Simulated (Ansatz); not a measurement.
Basis sets over 12 cases of the highest harmonic wavenumber at B3LYP with Ansatz (elements up to F), each against its own reference: (a) the value in aug-cc-pV5Z; (b) the value in aug-pcseg-2; (c) the value in aug-pcseg-3; (d) the value in def2-QZVPP; (e) the value in def2-QZVPPD. By their distance from other large sets or by the extrapolation step the references are unsure by up to roughly 4 cm⁻¹ and lie short of the limit. Each level at its own minimum, unscaled; unrestricted open shells; no added dispersion term; no relativity. Cartesian d functions in some cases of 6-31G**. Core-valence sets carry the plain set on hydrogen. 

Cases are drawn at random; left out are references unsure by over 6.7 cm⁻¹, runs with very soft modes, doubtful singlets, and cases whose largest runs show a restricted determinant unstable towards unrestricted orbitals, <S^2> over 0.1 too high or, where CCSD(T) ran, T1 over 0.025 (0.045 for open shells). Sets are drawn from those converged to one state in every case.

Cases (SMILES) and reference values:
- [OH] (OH), doublet: 3701 cm⁻¹ (c)
- C(=[N])=O, doublet: 1983 cm⁻¹ (d)
- O=[CH] (CH-O), doublet: 2649 cm⁻¹ (e)
- C#C (C2H2): 3515 cm⁻¹ (b)
- C (CH4): 3136 cm⁻¹ (b)
- N#C (CH-N): 3444 cm⁻¹ (b)
- [NH2] (NH2), doublet: 3447 cm⁻¹ (e)
- [H][H] (H2): 4416 cm⁻¹ (a)
- O=C (CH2-O): 2944 cm⁻¹ (b)
- F[CH2] (CH2-F), doublet: 3297 cm⁻¹ (b)
- N (NH3): 3595 cm⁻¹ (b)
- [CH3] (CH3), doublet: 3290 cm⁻¹ (b)

```tsv
basis	functions over def2-SVP (largest species, mean of cases)	mean signed deviation (cm⁻¹)	mean absolute	largest	within 20 cm⁻¹
pcseg-0	0.6	-70	97	446	5 of 12
def2-SV(P)	0.8	-37	44	152	6 of 12
cc-pVDZ	1.0	-25	35	77	4 of 12
6-31G**	1.0	11	18	49	8 of 12
def2-SVPD	1.5	7	17	49	9 of 12
aug-cc-pVDZ	1.7	-5	13	60	11 of 12
def2-TZVPD	2.4	-4	6	17	12 of 12
cc-pCVTZ	3.0	-11	12	22	9 of 12
6-311++G(3df,3pd)	3.1	1	5	12	12 of 12
aug-cc-pVTZ	3.8	-3	5	8	12 of 12
```

Of the sets for which every case ran a larger relative (same family, alike in diffuse functions), none listed holds all cases within 20 cm⁻¹ together with them. Inside, though some case ran no larger relative to test it: def2-TZVPD, 6-311++G(3df,3pd), aug-cc-pVTZ. Largest deviations of relatives not listed, over the cases that ran them: def2-TZVPPD 6, aug-cc-pVQZ 1, aug-cc-pV5Z 0, def2-QZVPPD 3 cm⁻¹. A case lies within its reference's uncertainty of the window's edge in def2-SV(P), cc-pVDZ, 6-31G**, def2-SVPD, aug-cc-pVDZ, def2-TZVPD, cc-pCVTZ. These figures hold for the cases listed.

Ansatz is a quantum-chemistry and plane-wave program.
